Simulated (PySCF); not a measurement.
Atom-mapped SMILES (the numbers label the heavy atoms): `[CH3:1][CH2:2][CH2:3][C:4](=[O:5])[OH:6]`. Each H is labelled by its parent atom.

PySCF 2.14 calculation with shieldings: GIAO B97-2/pcSseg-2 and geometry from PBE0-D3(BJ)/def2-TZVP; non-relativistic Hamiltonian, one computed conformer, one averaged value for each set of equivalent atoms, no solvent model.

References, each an isolated molecule treated in the same way: 13C, 1H vs TMS; H2O for 17O.

| atoms | nucleus | count | δ (ppm) |
| --- | --- | --- | --- |
| C1 | 13C | 1 | ? |
| H(C2) | 1H | 2 | 1.63 |
| C4 | 13C | 1 | 180.7 |
| C3 | 13C | 1 | ? |
| C2 | 13C | 1 | 22.0 |
| O6 | 17O | 1 | 204.0 |
| H(C3) | 1H | 2 | 2.32 |
| H(O6) | 1H | 1 | ? |
| O5 | 17O | 1 | 416.6 |
| H(C1) | 1H | 3 | 0.95 |

**Question.** Complete the table.

**Answer.** 
- C3: 37.5 ppm, sp3 CH2 α to a carbonyl; α to the electron-withdrawing carbonyl group
- C1: 16.2 ppm, methyl carbon; a saturated carbon with 1 carbon neighbour and no heteroatom attached
- H(O6): 5.90 ppm, hydrogen on an acid hydroxyl oxygen; exchangeable, gas-phase position

OH and NH positions are those of a molecule without intermolecular hydrogen bonds; in solution they move with solvent, concentration and temperature, and exchange usually removes their couplings. Shifts are as computed. Against solution values, carbons near 30 ppm lie about +3 ppm off and those near 130 ppm about +7 ppm. Of 1211 compounds with measured shifts, 218 miss one by over three times the rms of a fit or turn the order of signals round; such compounds aren't used in these exercises. In solution the two oxygens of a carboxylic acid exchange roles by proton transfer and give one 17O line. Hydrogen bonding in solution shields acid and N–H amide carbonyl oxygens by tens of ppm. The C=O carbon of an acid or of an amide with N–H lies up to 10 ppm further downfield in solution, through hydrogen bonding that the calculation lacks. Unscaled 17O shifts of doubly bonded oxygen tend to come out too high, by tens of ppm or more. Experimental scales use liquid or dissolved standards, which lie at an offset from isolated H2O (liquid H2O: subtract about 36 ppm).
